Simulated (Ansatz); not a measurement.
# SiH₄O (singlet): RPA-PBE over a scan of the scale of all distances, cc-pVDZ

How well do these functionals follow the top wave-function level for SiH₄O (singlet) over a scan of the scale of all distances?

Method: cc-pVDZ, all electrons in the functionals, frozen cores in the correlation of double hybrids and RPA; program: Ansatz 0.2.0, Gaussian basis.

To be run: RPA-PBE, at 0.878; 1.000; 1.113; 1.286; 1.509; 1.742; 1.978; 2.426.

25 further runs of the same task are left out: 24 that didn't finish, 1 set aside as unsound or not needed.

## Step 1: The system

The geometry derives from a PBE0/def2-TZVP stationary point (not a proven minimum). All distances are scaled together.

6 atoms, charge 0, spin multiplicity 1.

Atoms are counted from 1 here; the program's logs count them from 0.

Bond lengths: Si1–O2 1.648 Å, Si1–H3 1.489 Å, Si1–H4 1.481 Å, Si1–H5 1.489 Å, O2–H6 0.958 Å. Angles: O2–Si1–H3 111.7°, O2–Si1–H4 105.9°, O2–Si1–H5 111.7°, H3–Si1–H4 109.9°, H3–Si1–H5 107.9°, H4–Si1–H5 109.9°, Si1–O2–H6 117.8°.

No dispersion term is added.

The geometry shown and the zero of energy belong to the point 1.000. The yardstick, RCCSDT(Q), and other wave-function levels (R restricted, U unrestricted, valence and pair active spaces) come from earlier runs.

## Step 2: RPA-PBE, 0.878

in.yaml

```yaml
crystal:
  periodic: [false, false, false]
  atoms:
    - {symbol: Si, position_ang: [0.000000, -0.021789, 0.491686]}
    - {symbol: O, position_ang: [0.000000, 0.084830, -0.951257]}
    - {symbol: H, position_ang: [1.056729, -0.655211, 0.928716]}
    - {symbol: H, position_ang: [0.000000, 1.198571, 0.939423]}
    - {symbol: H, position_ang: [-1.056729, -0.655211, 0.928716]}
    - {symbol: H, position_ang: [0.000000, -0.627556, -1.397677]}
basis:
  gaussian: {orbitals: cc-pVDZ}
hamiltonian: {xc: {name: PBE}}
correlation: {method: rpa, electrons: outside_noble_gas}
```

The run is started by

```
> ansatz run in.yaml --threads 1 --pin off --events-out ev --progress --plain --max-ram 2393MiB
```

The log of the run:

```text
Functional definition: PBE
  name "PBE"
  cite "Perdew, Burke & Ernzerhof, Phys. Rev. Lett. 77, 3865 (1996) doi:10.1103/PhysRevLett.77.3865"
  parent pbe
  parameter kappa = 0.804
  parameter beta = 0.06672455060314922
  exchange = pbe_x(kappa = kappa, mu = beta*pi^2/3)
  correlation = pbe_c(beta = beta)
480 factors; integrals over basis functions are off by at most 1.2e-3 eV
mean field evaluation 1: about -9974.3831 eV, gradient 5.8e1 eV
mean field evaluation 2: about -9974.3785 eV, gradient 5.8e1 eV
mean field evaluation 4: about -9980.0494 eV, gradient 8.6e0 eV
mean field evaluation 8: about -9980.2609 eV, gradient 3.9e-1 eV
mean field evaluation 16: about -9980.2613 eV, gradient 4.0e-6 eV
mean field -9980.26128152 eV, -366.7678372320 hartree, gradient 4.0e-6 eV, S^2 0.000000; 0 other end points of the search recorded, 0 dependent functions left out
6 core orbitals not correlated: weight in the atoms' cores, before any rotation towards them, 1.000 or more for the frozen orbitals, at most 0.000 for the correlated occupied ones
reference -9960.06505620 eV, -366.0256396409 hartree; 7, 7 occupied and 39, 39 virtual orbitals, 480 factors
Total energy: -9973.29445106 eV, -366.5118109348 hartree
```

Wall time 1.2 s (1 thread of Arm Neoverse V1, shared host).

## Step 3: RPA-PBE, 1.000

in.yaml

```yaml
crystal:
  periodic: [false, false, false]
  atoms:
    - {symbol: Si, position_ang: [0.000000, -0.024816, 0.560007]}
    - {symbol: O, position_ang: [0.000000, 0.096617, -1.083436]}
    - {symbol: H, position_ang: [1.203564, -0.746254, 1.057763]}
    - {symbol: H, position_ang: [0.000000, 1.365115, 1.069958]}
    - {symbol: H, position_ang: [-1.203564, -0.746254, 1.057763]}
    - {symbol: H, position_ang: [0.000000, -0.714756, -1.591887]}
basis:
  gaussian: {orbitals: cc-pVDZ}
hamiltonian: {xc: {name: PBE}}
correlation: {method: rpa, electrons: outside_noble_gas}
```

The command is unchanged.

The log of the run, shortened:

```text
Functional definition: PBE
  name "PBE"
  cite "Perdew, Burke & Ernzerhof, Phys. Rev. Lett. 77, 3865 (1996) doi:10.1103/PhysRevLett.77.3865"
  parent pbe
[...]
482 factors; integrals over basis functions are off by at most 1.4e-3 eV
[...]
mean field -9983.69477633 eV, -366.8940158389 hartree, gradient 6.7e-7 eV, S^2 0.000000; 0 other end points of the search recorded, 0 dependent functions left out
6 core orbitals not correlated: weight in the atoms' cores, before any rotation towards them, 1.000 or more for the frozen orbitals, at most 0.000 for the correlated occupied ones
reference -9962.92943897 eV, -366.1309037659 hartree; 7, 7 occupied and 39, 39 virtual orbitals, 482 factors
Total energy: -9976.60789431 eV, -366.6335777283 hartree
```

It took 1.3 s on 1 thread of Arm Neoverse V1, shared host.

## Step 4: RPA-PBE, 1.113

in.yaml

```yaml
crystal:
  periodic: [false, false, false]
  atoms:
    - {symbol: Si, position_ang: [0.000000, -0.027620, 0.623288]}
    - {symbol: O, position_ang: [0.000000, 0.107535, -1.205864]}
    - {symbol: H, position_ang: [1.339567, -0.830581, 1.177290]}
    - {symbol: H, position_ang: [0.000000, 1.519373, 1.190863]}
    - {symbol: H, position_ang: [-1.339567, -0.830581, 1.177290]}
    - {symbol: H, position_ang: [0.000000, -0.795524, -1.771770]}
basis:
  gaussian: {orbitals: cc-pVDZ}
hamiltonian: {xc: {name: PBE}}
correlation: {method: rpa, electrons: outside_noble_gas}
```

Launched as before.

The log of the run, shortened:

```text
Functional definition: PBE
  name "PBE"
  cite "Perdew, Burke & Ernzerhof, Phys. Rev. Lett. 77, 3865 (1996) doi:10.1103/PhysRevLett.77.3865"
  parent pbe
[...]
485 factors; integrals over basis functions are off by at most 1.6e-3 eV
[...]
mean field -9982.95046393 eV, -366.8666628624 hartree, gradient 8.6e-7 eV, S^2 0.000000; 0 other end points of the search recorded, 0 dependent functions left out
6 core orbitals not correlated: weight in the atoms' cores, before any rotation towards them, 1.000 or more for the frozen orbitals, at most 0.000 for the correlated occupied ones
reference -9961.43984448 eV, -366.0761621782 hartree; 7, 7 occupied and 39, 39 virtual orbitals, 485 factors
Total energy: -9975.70384808 eV, -366.6003546420 hartree
```

Wall time 1.3 s (1 thread of Arm Neoverse V1, shared host).

From 1.000: +87.2 kJ/mol.

## Step 5: RPA-PBE, 1.286

in.yaml

```yaml
crystal:
  periodic: [false, false, false]
  atoms:
    - {symbol: Si, position_ang: [0.000000, -0.031914, 0.720169]}
    - {symbol: O, position_ang: [0.000000, 0.124249, -1.393299]}
    - {symbol: H, position_ang: [1.547783, -0.959683, 1.360283]}
    - {symbol: H, position_ang: [0.000000, 1.755538, 1.375966]}
    - {symbol: H, position_ang: [-1.547783, -0.959683, 1.360283]}
    - {symbol: H, position_ang: [0.000000, -0.919176, -2.047167]}
basis:
  gaussian: {orbitals: cc-pVDZ}
hamiltonian: {xc: {name: PBE}}
correlation: {method: rpa, electrons: outside_noble_gas}
```

Same command.

The log of the run, shortened:

```text
Functional definition: PBE
  name "PBE"
  cite "Perdew, Burke & Ernzerhof, Phys. Rev. Lett. 77, 3865 (1996) doi:10.1103/PhysRevLett.77.3865"
  parent pbe
[...]
491 factors; integrals over basis functions are off by at most 1.3e-3 eV
[...]
mean field -9979.19907335 eV, -366.7288018016 hartree, gradient 2.8e-6 eV, S^2 0.000000; 1 other end points of the search recorded, 0 dependent functions left out
6 core orbitals not correlated: weight in the atoms' cores, before any rotation towards them, 1.000 or more for the frozen orbitals, at most 0.000 for the correlated occupied ones
reference -9956.23145371 eV, -365.8847573477 hartree; 7, 7 occupied and 39, 39 virtual orbitals, 491 factors
Total energy: -9971.72584507 eV, -366.4541657279 hartree
```

Wall time 1.7 s (1 thread of Arm Neoverse V1, shared host).

From 1.000: +471.0 kJ/mol.

## Step 6: RPA-PBE, 1.509

in.yaml

```yaml
crystal:
  periodic: [false, false, false]
  atoms:
    - {symbol: Si, position_ang: [0.000000, -0.037448, 0.845051]}
    - {symbol: O, position_ang: [0.000000, 0.145795, -1.634905]}
    - {symbol: H, position_ang: [1.816178, -1.126098, 1.596164]}
    - {symbol: H, position_ang: [0.000000, 2.059958, 1.614567]}
    - {symbol: H, position_ang: [-1.816178, -1.126098, 1.596164]}
    - {symbol: H, position_ang: [0.000000, -1.078567, -2.402158]}
basis:
  gaussian: {orbitals: cc-pVDZ}
magnetization: {spin_polarized: true, initial_magnetization: 0}
hamiltonian: {xc: {name: PBE}}
correlation: {method: rpa, electrons: outside_noble_gas}
```

The command is unchanged.

The log of the run, shortened:

```text
Functional definition: PBE
  name "PBE"
  cite "Perdew, Burke & Ernzerhof, Phys. Rev. Lett. 77, 3865 (1996) doi:10.1103/PhysRevLett.77.3865"
  parent pbe
[...]
486 factors; integrals over basis functions are off by at most 1.6e-3 eV
[...]
mean field -9973.81041426 eV, -366.5307722326 hartree, gradient 8.3e-7 eV, S^2 0.000000; 13 other end points of the search recorded, 0 dependent functions left out
6 core orbitals not correlated: weight in the atoms' cores, before any rotation towards them, 1.000 or more for the frozen orbitals, at most 0.000 for the correlated occupied ones
reference -9948.75162402 eV, -365.6098786766 hartree; 7, 7 occupied and 39, 39 virtual orbitals, 486 factors
Total energy: -9966.33567600 eV, -366.2560806681 hartree
```

It took 12 s on 1 thread of Arm Neoverse V1, shared host.

From the report: ⟨S²⟩ of the determinant 0.000 (pure singlet: 0.00).

From 1.000: +991.1 kJ/mol.

## Step 7: RPA-PBE, 1.742

in.yaml

```yaml
crystal:
  periodic: [false, false, false]
  atoms:
    - {symbol: Si, position_ang: [0.000000, -0.043230, 0.975532]}
    - {symbol: O, position_ang: [0.000000, 0.168307, -1.887346]}
    - {symbol: H, position_ang: [2.096608, -1.299975, 1.842623]}
    - {symbol: H, position_ang: [0.000000, 2.378030, 1.863867]}
    - {symbol: H, position_ang: [-2.096608, -1.299975, 1.842623]}
    - {symbol: H, position_ang: [0.000000, -1.245105, -2.773067]}
basis:
  gaussian: {orbitals: cc-pVDZ}
magnetization: {spin_polarized: true, initial_magnetization: 0}
hamiltonian: {xc: {name: PBE}}
correlation: {method: rpa, electrons: outside_noble_gas}
```

The command is unchanged.

The log of the run, shortened:

```text
Functional definition: PBE
  name "PBE"
  cite "Perdew, Burke & Ernzerhof, Phys. Rev. Lett. 77, 3865 (1996) doi:10.1103/PhysRevLett.77.3865"
  parent pbe
[...]
492 factors; integrals over basis functions are off by at most 1.1e-3 eV
[...]
mean field -9969.53474344 eV, -366.3736442281 hartree, gradient 2.5e-6 eV, S^2 0.962423; 23 other end points of the search recorded, 0 dependent functions left out
6 core orbitals not correlated: weight in the atoms' cores, before any rotation towards them, 1.000 or more for the frozen orbitals, at most 0.000 for the correlated occupied ones
reference -9944.18078122 eV, -365.4419033021 hartree; 7, 7 occupied and 39, 39 virtual orbitals, 492 factors
Total energy: -9962.25636792 eV, -366.1061688613 hartree
```

It took 29 s on 1 thread of Arm Neoverse V1, shared host.

From the report: ⟨S²⟩ of the determinant 0.962 (pure singlet: 0.00). The determinant is far from a pure spin state, so its energy mixes those of several spin states (harmless only where they are near-degenerate, as at dissociation).

From 1.000: +1384.7 kJ/mol.

## Step 8: RPA-PBE, 1.978

in.yaml

```yaml
crystal:
  periodic: [false, false, false]
  atoms:
    - {symbol: Si, position_ang: [0.000000, -0.049086, 1.107694]}
    - {symbol: O, position_ang: [0.000000, 0.191108, -2.143036]}
    - {symbol: H, position_ang: [2.380650, -1.476091, 2.092255]}
    - {symbol: H, position_ang: [0.000000, 2.700197, 2.116377]}
    - {symbol: H, position_ang: [-2.380650, -1.476091, 2.092255]}
    - {symbol: H, position_ang: [0.000000, -1.413788, -3.148753]}
basis:
  gaussian: {orbitals: cc-pVDZ}
magnetization: {spin_polarized: true, initial_magnetization: 0}
hamiltonian: {xc: {name: PBE}}
correlation: {method: rpa, electrons: outside_noble_gas}
```

Launched as before.

The log of the run, shortened:

```text
Functional definition: PBE
  name "PBE"
  cite "Perdew, Burke & Ernzerhof, Phys. Rev. Lett. 77, 3865 (1996) doi:10.1103/PhysRevLett.77.3865"
  parent pbe
[...]
491 factors; integrals over basis functions are off by at most 1.3e-3 eV
[...]
mean field -9967.00693436 eV, -366.2807489580 hartree, gradient 3.1e-6 eV, S^2 2.161122; 24 other end points of the search recorded, 0 dependent functions left out
6 core orbitals not correlated: weight in the atoms' cores, before any rotation towards them, 1.000 or more for the frozen orbitals, at most 0.000 for the correlated occupied ones
reference -9944.65014311 eV, -365.4591520332 hartree; 7, 7 occupied and 39, 39 virtual orbitals, 491 factors
Total energy: -9959.92333521 eV, -366.0204314906 hartree
```

It took 33 s on 1 thread of Arm Neoverse V1, shared host.

From the report: ⟨S²⟩ of the determinant 2.161 (pure singlet: 0.00). The determinant is far from a pure spin state, so its energy mixes those of several spin states (harmless only where they are near-degenerate, as at dissociation).

From 1.000: +1609.8 kJ/mol.

## Step 9: RPA-PBE, 2.426

in.yaml

```yaml
crystal:
  periodic: [false, false, false]
  atoms:
    - {symbol: Si, position_ang: [0.000000, -0.060204, 1.358577]}
    - {symbol: O, position_ang: [0.000000, 0.234392, -2.628416]}
    - {symbol: H, position_ang: [2.919846, -1.810413, 2.566133]}
    - {symbol: H, position_ang: [0.000000, 3.311769, 2.595718]}
    - {symbol: H, position_ang: [-2.919846, -1.810413, 2.566133]}
    - {symbol: H, position_ang: [0.000000, -1.733998, -3.861918]}
basis:
  gaussian: {orbitals: cc-pVDZ}
magnetization: {spin_polarized: true, initial_magnetization: 0}
hamiltonian: {xc: {name: PBE}}
correlation: {method: rpa, electrons: outside_noble_gas}
```

The command is unchanged.

The log of the run, shortened:

```text
Functional definition: PBE
  name "PBE"
  cite "Perdew, Burke & Ernzerhof, Phys. Rev. Lett. 77, 3865 (1996) doi:10.1103/PhysRevLett.77.3865"
  parent pbe
[...]
495 factors; integrals over basis functions are off by at most 8.9e-4 eV
[...]
mean field -9965.35125140 eV, -366.2199037312 hartree, gradient 2.6e-6 eV, S^2 3.547252; 34 other end points of the search recorded, 0 dependent functions left out
6 core orbitals not correlated: weight in the atoms' cores, before any rotation towards them, 1.000 or more for the frozen orbitals, at most 0.000 for the correlated occupied ones
reference -9947.49332570 eV, -365.5636370663 hartree; 7, 7 occupied and 39, 39 virtual orbitals, 495 factors
Total energy: -9958.97602675 eV, -365.9856185466 hartree
```

Wall time 56 s (1 thread of Arm Neoverse V1, shared host).

From the report: ⟨S²⟩ of the determinant 3.547 (pure singlet: 0.00). The determinant is far from a pure spin state, so its energy mixes those of several spin states (harmless only where they are near-degenerate, as at dissociation).

From 1.000: +1701.2 kJ/mol.

## Step 10: The comparison

The yardstick is RCCSDT(Q), where the cluster series has nearly closed. It comes from earlier runs at the same points. Energies in kJ/mol, counted from 1.000; blanks weren't run or aren't comparable.

```csv
level,0.878,1.000,1.113,1.286,1.509,1.742,1.978,2.426
RCCSDT(Q),310.4,0.0,97.7,497.6,,,,
RPA-PBE,319.7,0.0,87.2,471.0,991.1,1384.7,1609.8,1701.2
```

Largest miss and mean time a point (RCCSDT(Q) took 24 s a point; shared hosts):

```csv
level,largest miss (kJ/mol),where,time a point
RPA-PBE,-26.6,1.286,17 s
```

## Step 11: Summary of results

| quantity | value |
| --- | --- |
| span of the RCCSDT(Q) curve (points where it is known) | 497.6 kJ/mol |
| largest miss, RPA-PBE | -26.6 kJ/mol (1.286) |

What this shows: Misses are known at 3 of 7 points at best, and only functionals with that many are ranked. RPA-PBE strays by up to 26.6 kJ/mol, at 1.286. RPA-PBE clearly breaks the spin symmetry at some points (⟨S²⟩ up to 3.55 above the pure value), so energy there is bought with a mixed spin. Functionals and the yardstick converge differently with the basis, so part of each miss in cc-pVDZ is the basis. The program flags that the yardstick's amplitudes may have other solutions at some points.
